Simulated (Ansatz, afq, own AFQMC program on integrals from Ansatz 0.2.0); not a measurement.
# SiH$_{3}$Br, singlet in cc-pVTZ, levels against CCSDT(Q)

```yaml
atoms:
  - { symbol: Br, position_ang: [-0.9181, 0.0159, 0.0000] }
  - { symbol: H, position_ang: [0.7470, 0.0159, 0.0000] }
  - { symbol: Si, position_ang: [2.3710, 0.0159, 0.0000] }
  - { symbol: H, position_ang: [2.9831, -0.8584, 1.0900] }
  - { symbol: H, position_ang: [2.9831, -0.8584, -1.0900] }
```

Connectivity, by distances: Br ··· SiH2, 1 bridging H.

Basis cc-pVTZ. Noble-gas cores (and the filled d shells of Ga–Kr and In–Xe) are frozen. Ansatz 0.2.0 and our own AFQMC program on the same integrals; the CISD trial comes from CCSD amplitudes, and released means the phaseless constraint is let go. Error bars are statistical, one sigma. No spin–orbit coupling.

Determinant: RHF, the one that the program's search chose, which needn't be the lowest solution. The geometry is a point of a scan.

No full CI on the walks' own integrals is used here; CCSDT(Q) serves as the reference and is uncertain by about the last step of the cluster series.

Cautions: no relativity below Rb; no spin-orbit coupling; inner d shell frozen; higher spins were not checked; restricted determinant unstable towards unrestricted (UHF 576 meV lower, ⟨S²⟩ 0.78); the released energies are still falling, so no released level is given (meV from the phaseless value at times in 1/Eh: -6 ± 5 at 0.24, -12 ± 6 at 0.51, -26 ± 7 at 0.99, -28 ± 9 at 1.62, -47 ± 8 at 2.40), though the last usable value meets CCSDT(Q) within the noise; the ph-AFQMC/CISD walk drifts between its halves (2.8 errors).

The T1 diagnostic is 0.0169 and the weight of the determinant in the CISD state is 0.820. The size of the correlated space is 14 electrons in 100 orbitals.

```csv
level,correlation energy (eV)
MP2,-8.3499
CCSD,-9.4504
CCSD(T),-9.8794
```

(1) Estimate where phaseless AFQMC with the Hartree–Fock trial lies against CCSD(T) on the same integrals.

(1) 138.5 ± 29.9 meV below CCSD(T).

Reference: CCSDT(Q), correlation energy -9.961 eV.

| level | E − E(reference) (meV) | share of correlation (%) |
| --- | --- | --- |
| CCSD(T) | 81.1 | 99.19 |
| CCSDT | 31.2 | 99.69 |
| ph-AFQMC/HF | -57.4 ± 29.9 | 100.58 |
| ph-AFQMC/CISD | 42.1 ± 4.3 | 99.58 |

A walk keeps the symmetry of its determinant, which the program's search chose and which needn't be the lowest solution, so a lower state of the same spin and another symmetry isn't excluded.
